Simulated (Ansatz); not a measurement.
C2H2F2O (`F[C@@H]1O[C@@H]1F`). The species carries charge 0 and has multiplicity 1.

Z-matrix (Å, degrees):
```
C
O 1 1.396
C 1 1.451 2 58.7
F 1 1.341 2 115.6 3 108.9
H 1 1.086 2 117.0 3 -116.7
F 3 1.341 1 118.3 2 104.2
H 3 1.086 1 125.3 2 -102.7
```

(1) Give the diagnostics of a CCSD(T)/def2-TZVPP run (frozen core, the Gaussian-basis code of Ansatz). (Estimate.)

Results:

(1) The calculation gave: T1 = 0.0128, largest single amplitude 0.022, largest double 0.020, (T) share of the correlation energy 3.5 %, 9 CCSD cycles. The RHF solution is stable towards an unrestricted one. T1 lies under the customary mark of 0.02 for closed shells.
